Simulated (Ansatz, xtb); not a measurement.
# Two isomers of CH3S

We compare a, `C[S]`, a doublet, with b, `[CH2]S`, a doublet. Both are isolated molecules in the gas phase, relaxed with PBE0-D3(BJ)/def2-SVP; the shapes shown needn't be the lowest conformers.

a (Å):

```xyz
5

C     0.8848   -2.4541    0.3906
S     2.0614   -2.7889    1.6945
H     1.2601   -1.5690   -0.1540
H    -0.1119   -2.2018    0.7828
H     0.8163   -3.2812   -0.3320
```

b (Å):

```yaml
atoms:
  - { symbol: C, position_ang: [0.1648, -1.1633, 0.2055] }
  - { symbol: S, position_ang: [-0.5060, -1.0908, -1.3785] }
  - { symbol: H, position_ang: [1.1021, -0.6677, 0.4560] }
  - { symbol: H, position_ang: [0.3079, -0.1399, -1.8842] }
  - { symbol: H, position_ang: [-0.3002, -1.8647, 0.8984] }
```

Quicker runs give these differences E(b) − E(a): GFN2-xTB +24.0 kcal/mol; HF/STO-3G +25.8 kcal/mol (at GFN2-xTB geometries); r2SCAN-D4/def2-SVP +9.2 kcal/mol (at GFN2-xTB geometries).

**Question.** Estimate E(b) − E(a) at the level CCSD(T)/def2-TZVPP.

**Answer.** Calculated at CCSD(T)/def2-TZVPP: E(b) − E(a) = +11.0 kcal/mol, so structure a lies lower.

How the difference moves with the method:

```csv
level,geometry,E(b) − E(a) (kcal/mol),departure from the last row (kcal/mol),"job, with rough time for the two"
GFN2-xTB,GFN2-xTB,+24.0,+12.9,"optimisation, 1 s"
HF/STO-3G,GFN2-xTB,+25.8,+14.8,"single point, 2.6 s"
r2SCAN-D4/def2-SVP,GFN2-xTB,+9.2,−1.8,"single point, 25 s"
PBE0-D3(BJ)/def2-SVP,PBE0-D3(BJ)/def2-SVP,+11.2,+0.2,"optimisation, 1.7 min"
HF/def2-TZVPP,PBE0-D3(BJ)/def2-SVP,+13.5,+2.5,part of the CCSD(T) run
MP2/def2-TZVPP,PBE0-D3(BJ)/def2-SVP,+11.6,+0.6,part of the CCSD(T) run
CCSD(T)/def2-TZVPP,PBE0-D3(BJ)/def2-SVP,+11.0,,"single point, 85 s"
```

As drawn, b has 1 S–H in place of 1 C–H.

None of the levels shown reverses the order. The largest departure from CCSD(T)/def2-TZVPP is that of HF/STO-3G, 14.8 kcal/mol.

With harmonic frequencies from PBE0-D3(BJ)/def2-SVP (ideal gas, rigid rotor, one conformer each, 298.15 K, 1 atm): on the last row, ΔE + ΔZPE = +8.5, ΔH = +9.0, ΔG = +8.0 kcal/mol.

Open shells are spin-unrestricted. The correlated steps freeze 6 core orbitals. Mirror images aren't counted in ΔG. Codes used: Ansatz 0.2.0, xtb 6.7.1; the last row on 1 thread of Intel(R) Xeon(R) Processor @ 2.50GHz (Skylake/Cascade Lake) on a shared host.
